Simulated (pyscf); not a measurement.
**Four-centre exchange: PH₃ + HO–SiH₃ → H₃Si–O–PH₂ + H₂**

Gas phase, singlet surface, charge 0. Bonds broken: P1–H2, O5–H7. Bonds formed: P1–O5, H2–H7. Single points on ωB97X-D3(BJ)/def2-SVP structures (PySCF, gas phase).

Transition state (Å):

```xyz
10

P     -1.6815    -1.7120     0.3171
H     -0.0650    -2.0249     0.9790
H     -1.1325    -2.2770    -0.8700
H     -2.4701    -0.7619    -0.4837
O     -0.6956    -0.1003     0.6348
Si    -0.5667     1.2069    -0.4646
H      0.0442    -0.8488     0.9483
H     -0.3473     0.6794    -1.8371
H      0.6102     1.9917    -0.0091
H     -1.7996     2.0279    -0.4016
```

One imaginary mode, 1386i cm⁻¹; descent along it reached the two sides named.

| bond | change | reactant side (Å) | saddle | product side |
|---|---|---|---|---|
| P1–H2 | breaks | 1.422 | 1.775 | 3.8 |
| O5–H7 | breaks | 0.963 | 1.098 | 2.515 |
| P1–O5 | forms | 3.0 | 1.916 | 1.665 |
| H2–H7 | forms | 3.1 | 1.182 | 0.761 |

Electronic energies relative to the separated reactants (kcal/mol):

```
level                   barrier  reaction energy  reverse barrier
----------------------  -------  ---------------  ---------------
ωB97X-D3(BJ)/def2-TZVP     66.7             +4.5             62.2
PBE/def2-TZVP              58.8             +7.8             51.0
r²SCAN/def2-TZVP           62.6             +6.6             56.0
B3LYP-D3(BJ)/def2-TZVP     64.2             +5.1             59.1
PBE0-D3(BJ)/def2-TZVP      62.9             +7.4             55.5
M06-2X/def2-TZVP           66.8             +4.3             62.5
ωB97M-D3(BJ)/def2-TZVP     66.2             +6.3             59.9
HF/def2-TZVP               89.6             +8.5             81.2
```

With ωB97M-D3(BJ)/def2-TZVP energies and thermal terms (ideal gas, 1 atm, RRHO with modes under 100 cm⁻¹ raised to 100, one conformer, R ln 2 for chiral ones without a mode under 150 cm⁻¹), in kcal/mol:

| T (K) | ΔH‡ | ΔG‡ | ΔH | ΔG |
|---|---|---|---|---|
| 298 | 63.9 | 74.6 | +3.7 | +5.8 |
| 600 | 64.1 | 85.5 | +4.7 | +7.5 |
| 900 | 64.8 | 96.0 | +5.6 | +8.7 |
| 1200 | 65.7 | 106.3 | +6.3 | +9.6 |

The same reactants have a lower exit, to HO–SiH₂–PH₂ + H₂ (barrier +58.8 kcal/mol at ωB97M-D3(BJ)/def2-TZVP, against +66.2 kcal/mol here). H₃Si–O–PH₂ lies 5.7 kcal/mol over its isomer HO–SiH₂–PH₂ (electronic energy, ωB97M-D3(BJ)/def2-TZVP). This is the saddle that the search found; another between the same sides may lie lower.
